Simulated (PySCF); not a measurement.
`CN[SiH3]`. Method: PySCF, PBE0-D3(BJ)/def2-SVP geometry optimisation, gas phase.

```
atom  x, y, z in Å
C1    -1.3339   -0.1088    0.0437
N2    -0.1025    0.6423    0.0168
Si3    1.4717   -0.0723    0.0916
H4    -1.1985   -1.0671   -0.4832
H5    -2.1417    0.4283   -0.4813
H6    -1.7002   -0.3483    1.0617
H7    -0.1931    1.5944    0.3528
H8     1.5850   -1.1032   -0.9865
H9     1.8188   -0.7624    1.3825
H10    2.4618    1.0270   -0.1154
```

Problem. Which two atoms are farthest apart?

Solution. H5···H10, 4.66 Å; the next longest distance is 4.54 Å.

Problem. Work out the bond lengths C1–N2, C1–H4, N2–Si3, N2–H7, Si3–H9 in Å.

Solution. For C1–N2 the difference vector is (1.2314, 0.7511, -0.0269) Å, of length 1.4426 Å. C1–N2 1.443; C1–H4 1.102; N2–Si3 1.730; N2–H7 1.014; Si3–H9 1.504 Å.

Problem. What is the repulsion energy of the bare nuclei, Σ ZA·ZB/RAB?

Solution. 115.77 Eh over 45 pairs, with full nuclear charges and distances in bohr; the largest single term is 29.97 Eh (N2 with Si3).

Problem. How far apart are these pairs, which share no bond: C1···Si3, N2···H6, H5···H8, H8···H10?

Solution. C1···Si3 2.806 Å (2 bonds apart); N2···H6 2.151 Å (2 bonds apart); H5···H8 4.061 Å (4 bonds apart); H8···H10 2.463 Å (2 bonds apart).

Problem. Give the dihedral angles H7–N2–Si3–H8, C1–N2–Si3–H10, H6–C1–N2–Si3, H7–N2–Si3–H10.

Solution. H7–N2–Si3–H8 -152° (antiperiplanar); C1–N2–Si3–H10 174° (antiperiplanar); H6–C1–N2–Si3 86° (synclinal); H7–N2–Si3–H10 -32° (synclinal). Dihedral signs follow IUPAC: positive where, seen along the central bond, the front bond turns clockwise onto the rear one.

Problem. Where is the centre of mass (commonest isotopes), and what is the radius of gyration?

Solution. Mass 61.035 u; centre at (0.399, 0.089, 0.066) Å; Rg = √(Σ m r²/M) = 1.345 Å. As Ia + Ib + Ic = 2 Σ m r², the three principal moments sum to 221.0 u·Å².

PBE0-D3(BJ)/def2-SVP frequencies: not computed here.
